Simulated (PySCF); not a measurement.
C5H3S (doublet state).
Z-matrix (Å and degrees, GFN2-xTB geometry), rows numbered from 1:
```
S 
C   1  1.6355
C   2  1.4915  1  120.93
C   3  1.3165  2  101.11  1   159.62
C   4  1.4268  3  116.33  2    12.32
C   5  1.3608  4  104.83  3   -12.95
H   3  1.0677  2  124.05  1    -8.49
H   5  1.0717  4  126.57  3   171.07
H   6  1.0742  2  124.00  1    16.63
```

Identity: `C1=C[C]=CC1=S` [radical].

Method used: PySCF 2.14.0, UKS B3LYP, pcH-1 on C H S, non-relativistic, mean-field spin-orbit, GIAO. Geometry: GFN2-xTB; no solvent, vibrations or thermal averaging. The geometry wasn't refined by DFT: couplings that depend on bond lengths, twists or pyramidal angles can differ widely from those at the functional's own minimum. No stability test was run, so a lower SCF solution isn't excluded. ⟨S²⟩ is 0.795 where a pure state has 0.75.

**Question.** Match the computed a_iso(13C) values +368.6, +82.4, +33.0, +30.7, +4.0 MHz with the sites C2; C3; C4; C5; C6.

**Answer.** 
```csv
site,a_iso (MHz),ρ(0) (bohr⁻³),position,distance from C4 (Å),spin population,largest |T| (MHz)
C2,+82.4,+0.0735,2 bonds from C4,2.17,+0.07,13.0
C3,+4.0,+0.0035,1 bond from C4,1.32,-0.13,25.7
C4,+368.6,+0.3276,largest spin population,0.00,+0.98,133.3
C5,+30.7,+0.0275,1 bond from C4,1.43,-0.06,17.4
C6,+33.0,+0.0294,2 bonds from C4,2.21,+0.08,7.3
```

**Question.** Match the computed a_iso(1H) values +37.1, +19.3, +9.8 MHz with the sites H7; H8; H9.

**Answer.** 
```csv
site,a_iso (MHz),ρ(0) (bohr⁻³),position,distance from C4 (Å),bound to,spin population there,largest |T| (MHz)
H7,+37.1,+0.0083,"2 bonds from C4, on C3 of spin population -0.13",2.19,C3,-0.13,10.5
H8,+19.3,+0.0043,2 bonds from C4,2.24,C5,-0.06,11.5
H9,+9.8,+0.0022,3 bonds from C4,3.26,C6,+0.08,7.0
```

ρ(0) is the spin density at the nucleus and T the dipolar tensor; a_iso includes a spin–orbit part. The largest Mulliken spin populations are on C4 (+0.98), C3 (-0.13), C6 (+0.08) and C2 (+0.07). No atom but C4 exceeds +0.15.
